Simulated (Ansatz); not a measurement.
Compare A (`C=C1CO1`) with its isomer B (`CC1=CO1`).

Program: Ansatz. Geometries: PBE0-D4/def2-TZVP. ΔE: electronic, gas phase. CCSD(T)/CBS adds triple-zeta CCSD(T) − MP2 to the extrapolated MP2 energy (def2 sets, frozen cores). Functionals use def2-TZVPP. B3LYP here is the variant with VWN-RPA as its local correlation; programs differ in this.

Which is lower in electronic energy at CCSD(T)/CBS, and by how much? (Best estimate.)

Computed: A, by 151.8 kJ/mol.

Give E(B) − E(A) in kJ/mol with PBE0-D4, MP2/def2-TZVPP, BLYP-D4, ωB97M-V, CCSD(T)/def2-SVP, LDA (SPW92), B3LYP. (An estimate is asked.)

The calculation gave: PBE0-D4 164.9, MP2/def2-TZVPP 171.4, BLYP-D4 132.4, ωB97M-V 159.4, CCSD(T)/def2-SVP 156.7, LDA (SPW92) 161.2, B3LYP 149.8. None reverses the order clearly.

Does the order hold for the free energy at 298.15 K (harmonic terms from PBE0-D4)? (Estimate.)

The calculation gave: Yes: G(B) − G(A) = +137.7 kJ/mol.

Largest T1 diagnostic: 0.029.

From BLYP to BHLYP (50 % exact exchange), in def2-TZVPP and without D4, E(B) − E(A) moves by +32.9 kJ/mol. At CCSD(T), def2-SVP lies +4.9 kJ/mol from the extrapolated value and def2-TZVPP +0.5 kJ/mol.
